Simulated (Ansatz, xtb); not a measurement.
Two isomers of CH6NSi

Structure a is `CN[SiH2]`, a doublet and structure b is `[CH2][SiH2]N`, a doublet. Both are isolated molecules in the gas phase, relaxed with BLYP-D3(BJ)/def2-SVP; the shapes shown needn't be the lowest conformers.

a (Å):

```yaml
atoms:
  - { symbol: C, position_ang: [-2.9466, -0.1297, -0.9450] }
  - { symbol: N, position_ang: [-1.9709, 0.8528, -1.4098] }
  - { symbol: Si, position_ang: [-0.6887, 0.5411, -2.5812] }
  - { symbol: H, position_ang: [-3.2462, 0.0741, 0.1062] }
  - { symbol: H, position_ang: [-3.8777, -0.1626, -1.5585] }
  - { symbol: H, position_ang: [-2.4967, -1.1425, -0.9701] }
  - { symbol: H, position_ang: [-2.3121, 1.8183, -1.3473] }
  - { symbol: H, position_ang: [-0.0239, -0.7405, -2.1221] }
  - { symbol: H, position_ang: [0.2758, 1.6981, -2.4254] }
```

b (Å):

```xyz
9

C    -0.2171   -0.5211    1.4506
N    -1.2118   -0.3308   -1.4512
Si   -0.5966    0.5360   -0.0384
H    -1.6573    1.5316    0.3278
H     0.7534   -1.0287    1.5932
H    -2.1273   -0.7838   -1.3472
H    -0.9795   -0.7924    2.2024
H    -0.5691   -0.9977   -1.8945
H     0.6633    1.2150   -0.4882
```

Energies in hartree; the thermal terms are from BLYP-D3(BJ)/def2-SVP harmonic frequencies (ideal gas, rigid rotor, one conformer each, 298.15 K, 1 atm) and include the zero-point energy:

|  | a | b |
| --- | --- | --- |
| E, CCSD(T)/def2-SVP | −385.005791 | −385.007928 |
| E, MP2/def2-SVP | −384.948876 | −384.950657 |
| E, MP2/def2-TZVPP | −385.259846 | −385.269489 |
| zero-point energy | 0.067051 | 0.063677 |
| H(298 K) − E | 0.073266 | 0.070512 |
| G(298 K) − E | 0.039190 | 0.035184 |

Correct the CCSD(T) difference for the basis set by the MP2 change, then work out ΔE, ΔE₀, ΔH and ΔG for a → b in kcal/mol (1 Eh = 627.51 kcal/mol) and the equilibrium ratio [b]/[a].

1. Differences b − a: CCSD(T) −0.002137, MP2 in the small set −0.001781, MP2 in the large set −0.009643 Eh.
2. ΔE = −0.002137 + (−0.009643 − (−0.001781)) = −0.009999 Eh = −6.27 kcal/mol.
3. ΔE₀ = ΔE + ΔZPE = −0.009999 + (−0.003374) Eh = −8.39 kcal/mol.
4. ΔH = ΔE + (−0.002754) Eh = −8.00 kcal/mol.
5. ΔG = ΔE + (−0.004006) Eh = −8.79 kcal/mol, so ΔS = (ΔH − ΔG)/T = +11.0 J/(mol K).
6. kT = 0.9442 mEh, so K = [b]/[a] = exp(−ΔG/kT) = exp(+14.83) ≈ 2.8 × 10^6.

Structure b is favoured at this temperature. An error of 1 kcal/mol in ΔG would change K by a factor of 5.4. The basis-set step is large, which makes the value less sure. GFN2-xTB, BLYP-D3(BJ)/def2-SVP gave ΔE the other sign. Mirror images and further conformers aren't counted.

As drawn, b has 1 C–Si, 1 N–H in place of 1 C–N, 1 C–H.

Other levels gave ΔE = +17.8 (GFN2-xTB); −11.9 (HF/STO-3G, GFN2-xTB geometries); −6.8 (r2SCAN-D4/def2-SVP, GFN2-xTB geometries); +1.8 (BLYP-D3(BJ)/def2-SVP); −10.0 (HF/def2-SVP); −1.1 (MP2/def2-SVP); −1.3 (CCSD(T)/def2-SVP) kcal/mol. Open shells are spin-unrestricted. The correlated steps freeze 7 core orbitals. Programs: Ansatz 0.2.0, xtb 6.7.1.
